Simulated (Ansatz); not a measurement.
# The cluster TiCl3: geometry, orbitals and charge

What does the cluster TiCl3 look like as a doublet, and where do its frontier electrons sit?

The runs use Ansatz 0.2.0, Gaussian basis; UKS PBE0-D4/def2-TZVP.

Plan: relaxation at PBE-D4/def2-SVP; a search for the lowest solution at PBE0-D4/def2-SVP; a single point at PBE0-D4/def2-TZVP; harmonic vibrations at PBE-D4/def2-SVP.

### 1 The starting structure

4 atoms, charge 0, spin multiplicity 2.

Atoms are counted from 1 here; the program's logs count them from 0.

Bond lengths: Ti1–Cl2 2.126 Å, Ti1–Cl3 2.126 Å, Ti1–Cl4 2.125 Å. Angles: Cl2–Ti1–Cl3 121.0°, Cl2–Ti1–Cl4 120.0°, Cl3–Ti1–Cl4 119.0°.

No spin-orbit coupling is included.

The start is a GFN1-xTB geometry.

### 2 Optimising with PBE-D4/def2-SVP

The input, in.yaml:

```yaml
crystal:
  periodic: [false, false, false]
  atoms:
    - {symbol: Ti, position_ang: [-0.006230, -0.003810, -0.005890]}
    - {symbol: Cl, position_ang: [-1.861610, -1.023480, -0.202140]}
    - {symbol: Cl, position_ang: [1.552110, -0.284620, -1.423830]}
    - {symbol: Cl, position_ang: [0.315740, 1.311910, 1.631850]}
basis:
  gaussian: {orbitals: def2-SVP}
magnetization: {spin_polarized: true, initial_magnetization: 1}
hamiltonian: {xc: pbe, dispersion: d4}
scf: {omitted_lower_state_checks: [starts]}
output: {orbitals: {seedname: orbitals}}
relax: {f_tol: 0.02, max_steps: 100}
```

On the command line:

```bash
ansatz run in.yaml --threads 4 --pin off --events-out ev --progress --plain --max-ram 3916MiB
```

The runs that follow: Searching for the lowest solution, PBE0-D4/def2-SVP; Single point, PBE0-D4/def2-TZVP; Vibrations by finite differences.

**Question.** What will the summary of the whole plan be? Wanted: point group; near neighbours of the metal; HOMO, LUMO at PBE0-D4/def2-TZVP; ⟨S²⟩; charge on the metal; spin on the metal; dipole at PBE-D4/def2-SVP; lowest, highest wavenumber.

**Answer**, as computed:

| quantity | value |
| --- | --- |
| point group | D3h |
| near neighbours of the metal | Cl 2.19, Cl 2.19, Cl 2.19 Å |
| HOMO, LUMO at PBE0-D4/def2-TZVP (over both spins) | -7.71, -3.27 eV |
| ⟨S²⟩ | 0.756 |
| charge on the metal (Mulliken, PBE0-D4/def2-TZVP) | +1.08 e |
| spin on the metal (Mulliken) | 1.10 |
| dipole at PBE-D4/def2-SVP | 0.01 D |
| lowest, highest wavenumber | 72, 496 cm⁻¹ |

In words: The molecule keeps its bonding pattern by the stored test; the atoms moved 0.06 Å (rms). Of 1 unpaired electron, 1.10 sit on the metal by Mulliken's count, more than all: the ligands carry opposite spin. All wavenumbers are real: a minimum at this level. The alpha HOMO lies nearest to Ti1 91 % and the alpha LUMO to Ti1 84 %; Cl4 9 %. Whether this spin is the lowest isn't tested here.
